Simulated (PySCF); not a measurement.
**Assigning NMR signals**

Structure with atom numbers: `[O:1]=[C:2]([OH:3])[CH2:4][C:5](=[O:6])[OH:7]`. Hydrogens are named by the atom that carries them.

- NMR shieldings at PBE0/pcSseg-1/GIAO
- geometry from PBE0-D3(BJ)/def2-SVP
- couplings computed with B3LYP/pcJ-1 (without the spin–dipole term)
- program: PySCF 2.14.0 with density-fitted response routines
- non-relativistic, gas phase, averaged over atoms made equivalent by symmetry, fast rotation or ring inversion, one computed conformer

References, each an isolated molecule treated in the same way: 13C (σref 184.41), 1H (σref 31.27) vs TMS.

(1) Assign these signals to the numbered atoms. 13C{1H} NMR (computed): δ 170.7 (C), 38.0 (CH2).

(2) Assign these signals to the numbered atoms. 1H NMR (400 MHz, computed): δ 5.81 (br s, 2H), 3.24 (s, 2H).

Answers

(1) 
| δ (ppm) | atoms | environment | reason |
| --- | --- | --- | --- |
| 170.7 | C2/C5 | carboxylic acid carbon | it is a carbonyl in resonance with an O or N lone pair, the region of acids, esters and amides |
| 38.0 | C4 | sp3 CH2 α to a carbonyl | α to the electron-withdrawing carbonyl group |

(2) 
```tsv
δ (ppm)	atoms	environment	reason
5.81	H(O3)/H(O7)	hydrogen on an acid hydroxyl oxygen	labile proton, position sensitive to the medium
3.24	H(C4)	hydrogen on an sp3 CH2 α to a carbonyl	–
```

OH and NH positions are those of a molecule without intermolecular hydrogen bonds; in solution they move with solvent, concentration and temperature, and exchange usually removes their couplings. Shifts are as computed. Against solution values, carbons near 30 ppm lie about +2 ppm off and those near 130 ppm about +4 ppm. Of 246 compounds with measured shifts, 49 miss one by over three times the rms of a fit or turn the order of signals round; such compounds aren't used in these exercises. Hydrogen bonding in solution deshields acid and N–H amide carbonyl carbons by as much as 10 ppm beyond these values.
